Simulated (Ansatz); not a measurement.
**Al2H4O (SMILES [AlH2][O][AlH2]): functionals against CCSD(T) at one geometry**

An exercise on one series of results from a longer session: the logs are not shown, and one member is left open.

Program: Ansatz 0.2.0, Gaussian basis. Level of theory: single points in def2-TZVPP. These are calculated values, not measurements.

Cores are frozen in the correlated methods. B3LYP uses VWN-RPA correlation.

## Starting geometry

7 atoms, charge 0, spin multiplicity 1.

Atoms are counted from 1 here; the program's logs count them from 0.

Bond lengths: Al1–O2 1.700 Å, Al1–H4 1.419 Å, O2–Al3 1.998 Å, Al3–H6 1.366 Å, Al3–H7 1.662 Å. Angles: O2–Al1–H4 129.8°, Al1–O2–Al3 165.5°, O2–Al3–H6 106.0°, O2–Al3–H7 105.4°, H6–Al3–H7 147.7°.

Coordinates:

```
Al   -1.3225    0.3811   -0.9732
O    -0.0180   -0.1422   -0.0174
Al    1.6951   -0.2997    0.9982
H    -1.6339    0.0829   -2.3247
H    -2.9030    1.1027    0.0835
H     1.4142    0.0964    2.2748
H     2.7533   -1.0528   -0.0380
```

The first run:

run/in.yaml reads:

```yaml
crystal:
  periodic: [false, false, false]
  atoms:
    - {symbol: Al, position_ang: [-1.322500, 0.381100, -0.973200]}
    - {symbol: O, position_ang: [-0.018000, -0.142200, -0.017400]}
    - {symbol: Al, position_ang: [1.695100, -0.299700, 0.998200]}
    - {symbol: H, position_ang: [-1.633900, 0.082900, -2.324700]}
    - {symbol: H, position_ang: [-2.903000, 1.102700, 0.083500]}
    - {symbol: H, position_ang: [1.414200, 0.096400, 2.274800]}
    - {symbol: H, position_ang: [2.753300, -1.052800, -0.038000]}
basis:
  gaussian: {orbitals: def2-TZVPP}
correlation: {method: ccsd_t}
output: {forces: true}
```

The command line of these runs was not kept.

Steps of the session up to this table: CCSD(T)/def2-TZVPP; PBE0-D4/def2-TZVPP; wB97M-V/def2-TZVPP; r2SCAN-D4/def2-TZVPP; PBE-D4/def2-TZVPP; CAM-B3LYP-D4/def2-TZVPP; B3LYP-D4/def2-TZVPP.

One of the session's tables, all rows but one given; the rest of the session is left out.

```
      method  RMS force component (eV/Å)  angle to CCSD(T) forces (°)  dipole (D)
     CCSD(T)                       2.502                    reference        4.15
     PBE0-D4                       2.492                          1.5        4.11
     wB97M-V                       2.444                          1.5        4.23
   r2SCAN-D4                           ?                            ?           ?
      PBE-D4                       2.435                          2.6        3.94
CAM-B3LYP-D4                       2.473                          2.0        4.17
    B3LYP-D4                       2.440                          0.8        4.12
```

**Question.** Estimate the row for r2SCAN-D4.

**Answer.** RMS force component (eV/Å): 2.484; angle to CCSD(T) forces (°): 0.9; dipole (D): 4.09. In the column «RMS force component (eV/Å)» it lies between CAM-B3LYP-D4 (2.473) and PBE0-D4 (2.492).
